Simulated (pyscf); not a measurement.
PySCF, gas phase, ωB97X-D3(BJ)/def2-SVP geometries.

Question: `[F][SiH3]` + `[H]` [doublet] → `[F][SiH2]` [doublet] + `[H][H]`
Surface: doublet. Broken: H–Si. Formed: H–H. Give ΔE‡ and ΔE from ωB97M-D3(BJ)/def2-TZVP, relative to the separated reactants.

Answer: ΔE‡ = 0.25 eV, ΔE = -0.39 eV. Zero-point energy shifts the barrier by -0.04 eV. It is a hydrogen abstraction, with an imaginary mode of 1118i cm⁻¹. One saddle was located; it need not be the lowest between these sides. The angle at the transferred H is 178°.
